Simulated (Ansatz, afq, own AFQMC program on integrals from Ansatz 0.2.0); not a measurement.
# Atomization energy of ZrS, singlet, worked out

```yaml
atoms:
  - { symbol: Zr, position_ang: [0.0000, 0.0000, 0.0000] }
  - { symbol: S, position_ang: [0.0000, 0.0000, 2.1434] }
```

Basis def2-SVP with its core potentials. Only valence electrons are correlated. AFQMC by an in-house program on the Cholesky factors that Ansatz 0.2.0 writes for its CCSD(T) run. ph-AFQMC/CISD is guided by a CISD state made of CCSD amplitudes; releasing the constraint for a short imaginary time cuts its bias at the price of noise, slowly where states lie close. Error bars are statistical, one sigma. No spin–orbit coupling. The metal's outer-core s and p shells are frozen, which shifts wave-function levels against functionals.

Total energies in eV. CBS is CCSD(T) at the limit of def2-TZVPP/QZVPP (extrapolated itself); the highest rung of each member is named.

Cautions: no spin-orbit coupling; outer-core shells of the metal frozen; ZrS (singlet): higher spins were not checked, restricted determinant unstable towards unrestricted (UHF 435 meV lower, ⟨S²⟩ 0.89), (T) is large, 8 % of the CCSD correlation, CCSDT(Q) on the UHF determinant differs (37 meV higher), by its state or its frozen core, its ph-AFQMC/CISD value lies 83 ± 28 meV above CCSDT(Q); Zr (triplet): its ph-AFQMC/CISD value lies 21.6 ± 1.1 meV above full CI.

```
      member  count  CCSD(T)/def2-SVP  highest rung in def2-SVP     which  CCSD(T)/CBS
Zr (triplet)     +1        -1264.7976                -1264.8271       FCI   -1265.5605
 S (triplet)     +1       -10815.6525               -10815.6618       FCI  -10821.3785
ZrS, singlet     -1       -12085.5306               -12085.5832  CCSDT(Q)  -12092.5045
```

Question: Work out the best estimate of the atomization energy: the CCSD(T)/CBS difference plus the step from CCSD(T) to the highest rung.

Answer: Sums with the counts: CCSD(T)/CBS 5.5655 eV, highest rung 5.0943 eV, CCSD(T)/def2-SVP 5.0805 eV. The step is 5.0943 − 5.0805 = 0.0138 eV, so the best estimate is 5.5655 + (0.0138) = 5.5793 eV. The basis set is worth 0.485 eV of it. Zero-point, core-correlation and spin–orbit terms aren't in it. Past Ne the Hartree–Fock part of each CBS total tends to overshoot, since the cores don't follow the formula; that largely cancels in the difference.

Best estimates are given only where the step beyond CCSD(T) is under 0.3 eV and no member's determinant is very poor (T1 over 0.05, or 0.07 for open shells, ⟨S²⟩ too high by 0.3, two states mixed), so the hardest cases are missing from such tables.

CCSDT and higher add their correlation energy to the determinant of the CCSD(T) run, since their own runs factorise the integrals more tightly (a shift of under 2 meV). Each member of a difference takes its own highest rung, so a best estimate needn't equal the limit plus the step of one row. The exponents were fitted on light atoms, and def2 sets of heavy atoms don't grow evenly, so the limit is rough here.
